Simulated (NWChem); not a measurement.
**Correlation energy of F**

SMILES: [F]
```xyz
1

F      0.0000     0.0000     0.0000
```
Charge 0, spin multiplicity 2.

Everything below was run with NWChem.

Basis set: cc-pVTZ. Each correlation energy counts from its own Hartree-Fock reference.

The correlated methods keep 1 core orbital frozen. No SCF solution was tested for a lower state. Open-shell Hartree-Fock references start from PBE0 orbitals. Coupled-cluster values serve here as a point of comparison, not as the truth.

Q: One of these methods gave a correlation energy of -214.8 mHa. Which?
A) CCSD(T) on UHF
B) SCS-UMP2
C) CCSDT on ROHF
D) URI-MP2

A: A, CCSD(T) on UHF. The others give -199.8 (URI-MP2), -197.6 (SCS-UMP2), -219.5 (CCSDT on ROHF).
